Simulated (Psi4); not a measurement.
**SiHF (SMILES F[SiH]) at B2PLYP/def2-TZVPPD (density fitting for correlation)**

Aim: the vertical electron affinity of SiHF at B2PLYP/def2-TZVPPD (density fitting for correlation), from 2 runs. 

The calculation is run with Psi4 1.11.

## 1. The molecule

The species is SiHF (3 atoms), meant as a singlet with charge 0. As SMILES, `F[SiH]`. The shape is that of a PBE0-D4/def2-TZVP optimisation.

Bond lengths: F1–Si2 1.612 Å, Si2–H3 1.541 Å. Angles: F1–Si2–H3 96.3°.

## 2. The energy at B2PLYP/def2-TZVPPD (density fitting for correlation)

Contents of input.dat:

```
memory 2200 MB

molecule geom {
  0 1
  F     -1.090200     0.024400    -0.602300
  Si     0.186800     0.629400     0.173800
  H      0.892400    -0.718600     0.415300
  units angstrom
  symmetry c1
  no_reorient
  no_com
}

set {
  basis def2-TZVPPD
  puream true
  e_convergence 1e-09
  d_convergence 1e-08
  scf_type pk
  dft_radial_points 99
  dft_spherical_points 590
  num_frozen_docc 6
}

energy_value = energy('b2plyp')
```

On the command line:

```bash
psi4 -i input.dat -o output.dat -n 1
```

output.dat:

```text
[...]
  Running in c1 symmetry.
[...]
  Nuclear repulsion =   48.194575348987868
[...]
  Multiplicity = 1
[...]
  Nalpha       = 12
  Nbeta        = 12
[...]
    Number of basis functions: 105
[...]
   @RKS iter   1:  -389.65520873438595   -5.48389e-01   3.88130e-03 ADIIS/DIIS
[...]
   @RKS iter   9:  -389.70180609079983   -2.26805e-11   7.99270e-09 DIIS
[...]
    Orbital Energies [Eh]
    ---------------------
    Doubly Occupied:
       1A    -67.285755     2A    -25.358087     3A     -5.677953
       4A     -3.932853     5A     -3.930130     6A     -3.926410
       7A     -1.359397     8A     -0.637721     9A     -0.548008
      10A     -0.538294    11A     -0.476263    12A     -0.293557
[...]
  @RKS Final Energy:  -389.70180609079983
   => Energetics <=
    Nuclear Repulsion Energy =             48.1945753489878683
    One-Electron Energy =                -637.0054667576447400
    Two-Electron Energy =                 214.2712724426795035
    DFT Exchange-Correlation Energy =     -15.1621871248225055
    Empirical Dispersion Energy =           0.0000000000000000
    VV10 Nonlocal Energy =                  0.0000000000000000
    Total Energy =                       -389.7018060907998347
[...]
 Multipole Moments:
 ------------------------------------------------------------------------------------
     Multipole            Electronic (a.u.)      Nuclear  (a.u.)        Total (a.u.)
 ------------------------------------------------------------------------------------
 L = 1.  Multiply by 2.5417464519 to convert [e a0] to [Debye]
 Dipole X            :         12.2709363          -11.9132114            0.3577249
 Dipole Y            :        -15.6308815           15.7085374            0.0776559
 Dipole Z            :          5.0679369           -4.8607535            0.2071834
 Magnitude           :                                                    0.4206215
[...]
```

Wall time 7.8 s (1 thread of Intel Xeon 6975P-C (Granite Rapids), shared host); peak memory 0.9 GiB.

## 3. The doublet anion

Contents of fhsi.dat:

```
memory 2200 mb

molecule m {
  -1 2
  F     -1.090200     0.024400    -0.602300
  Si     0.186800     0.629400     0.173800
  H      0.892400    -0.718600     0.415300
  units angstrom
  symmetry c1
  no_reorient
  no_com
}

set {
  reference            uks
  puream               true
  e_convergence        1e-09
  d_convergence        1e-08
  scf_type             pk
  dft_radial_points    99
  dft_spherical_points 590
  num_frozen_docc      6
  maxiter              100
}

E, wfn = energy('b2plyp/def2-TZVPPD', return_wfn=True)
```

On the command line:

```bash
psi4 fhsi.dat fhsi.out -n 1
```

fhsi.out:

```text
[...]
  Running in c1 symmetry.
[...]
  Nuclear repulsion =   48.194575348987868
[...]
  Multiplicity = 2
[...]
  Nalpha       = 13
  Nbeta        = 12
[...]
    Number of basis functions: 105
[...]
   @UKS iter   1:  -389.61798082008062   -5.11162e-01   4.61601e-03 ADIIS/DIIS
[...]
   @UKS iter  13:  -389.71602570545969   -7.38964e-12   7.60982e-09 DIIS
[...]
   @S^2 Observed:                7.641794891E-01
[...]
    Orbital Energies [Eh]
    ---------------------
    Alpha Occupied:
       1A    -66.999225     2A    -25.119566     3A     -5.394203
       4A     -3.651623     5A     -3.647820     6A     -3.644317
       7A     -1.128398     8A     -0.405191     9A     -0.320061
      10A     -0.317529    11A     -0.241299    12A     -0.056652
      13A      0.026341
    Alpha Virtual:
      14A      0.189376    15A      0.219864    16A      0.250264
      17A      0.262741    18A      0.274143    19A      0.276445
      20A      0.288368    21A      0.293243    22A      0.304110
      23A      0.348787    24A      0.368953    25A      0.398696
[...]
  @UKS Final Energy:  -389.71602570545969
   => Energetics <=
    Nuclear Repulsion Energy =             48.1945753489878683
    One-Electron Energy =                -643.1614137828698858
    Two-Electron Energy =                 220.5212970327317237
    DFT Exchange-Correlation Energy =     -15.2704843043093597
    Empirical Dispersion Energy =           0.0000000000000000
    VV10 Nonlocal Energy =                  0.0000000000000000
    Total Energy =                       -389.7160257054596855
[...]
 Multipole Moments:
 ------------------------------------------------------------------------------------
     Multipole            Electronic (a.u.)      Nuclear  (a.u.)        Total (a.u.)
 ------------------------------------------------------------------------------------
 L = 1.  Multiply by 2.5417464519 to convert [e a0] to [Debye]
 Dipole X            :         11.6787283          -11.9132114           -0.2344831
 Dipole Y            :        -16.8237387           15.7085374           -1.1152013
 Dipole Z            :          4.6063577           -4.8607535           -0.2543958
 Magnitude           :                                                    1.1676358
[...]
```

It took 10 s on 1 thread of Intel Xeon 6975P-C (Granite Rapids), shared host; peak memory 0.9 GiB.

## 4. What came out

Level: B2PLYP/def2-TZVPPD (density fitting for correlation), 6 core orbitals frozen.

```
                                                               quantity          value
                                             singlet SiHF: total energy  -389.81735 Eh
                        singlet SiHF: HOMO energy (SCF part's orbitals)       -7.99 eV
                        singlet SiHF: LUMO energy (SCF part's orbitals)       -1.48 eV
                      singlet SiHF: HOMO–LUMO gap (SCF part's orbitals)        6.50 eV
                                            doublet anion: total energy  -389.83431 Eh
doublet anion: HOMO energy (SCF part's orbitals) (highest over α and β)        0.72 eV
 doublet anion: LUMO energy (SCF part's orbitals) (lowest over α and β)        5.15 eV
                                                    doublet anion: ⟨S²⟩          0.764
                      vertical electron affinity (to the doublet anion)       0.462 eV
```

In words: At fixed nuclei the extra electron is bound by 0.46 eV (10.6 kcal/mol). The HOMO (doublet anion) lies at positive energy, 0.72 eV; only total energies tell whether the electron is bound.
